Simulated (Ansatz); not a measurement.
## Relaxing HfPt2

The calculation used DFT PBE, scalar-relativistic, plane waves, PAW (Ansatz 0.2.0). Cutoff 420 eV, Γ-centred k mesh, Gaussian smearing, no spin polarisation in the final step.

The start puts HfPt2 on the sites of a reported KHg2 cell (Imma, No. 74), with Hf in place of K, Pt in place of Hg, at a guessed volume.

```yaml
crystal:
  lattice:
    - [-2.12829, 3.34092, 3.61727]
    - [2.12829, -3.34092, 3.61727]
    - [2.12829, 3.34092, -3.61727]
  atoms:
    - { symbol: Hf, position: [0.29700, 0.54700, 0.75000] }
    - { symbol: Hf, position: [0.70300, 0.45300, 0.25000] }
    - { symbol: Pt, position: [0.10300, 0.16300, 0.94000] }
    - { symbol: Pt, position: [0.72300, 0.16300, 0.56000] }
    - { symbol: Pt, position: [0.27700, 0.83700, 0.44000] }
    - { symbol: Pt, position: [0.89700, 0.83700, 0.06000] }
```

Cell and atoms relax at zero pressure; the relaxation can't lower the symmetry of the start. After a coarse first stage the cell is made exact in the group found at 0.06 Å.

Energies over the elements count from the elements' standard structures at the same level, with no empirical corrections.

Describe the relaxed structure.

It keeps Imma (No. 74), but not the shape of the type it started on. Conventional cell: a = 3.458 Å, b = 6.698 Å, c = 9.677 Å. Around Hf lie 8 Pt at 2.73–2.88 Å; Pt is coordinated by 4 Hf at 2.73–2.88 Å and 4 Pt at 2.73–2.89 Å.

```cif
data_structure
_symmetry_space_group_name_H-M 'Imma'
_symmetry_Int_Tables_number 74
_cell_length_a 3.4576
_cell_length_b 6.6981
_cell_length_c 9.6773
_cell_angle_alpha 90.000
_cell_angle_beta 90.000
_cell_angle_gamma 90.000
_cell_volume 224.12
loop_
_atom_site_label
_atom_site_type_symbol
_atom_site_symmetry_multiplicity
_atom_site_Wyckoff_symbol
_atom_site_fract_x
_atom_site_fract_y
_atom_site_fract_z
_atom_site_occupancy
Hf1 Hf 4 e 0.50000 0.75000 0.04452 1
Pt1 Pt 8 h 0.50000 0.96588 0.64052 1
```

What are its volume, energy, density and gap?

The volume per atom is 18.68 Å³ and the density is 16.85 g/cm³. The energy over the elements is -0.85 eV/atom and the gap on the 12×12×12 mesh is 0 eV (a metal).

The final run used a 12×12×12 mesh on its 6-atom cell and 0.10 eV smearing. For metals, differences of a few meV/atom aren't resolved. Spin–orbit coupling is left out. Symmetry constrained the relaxation, so the result can be a saddle point. The steps took roughly 20 core-minutes in all.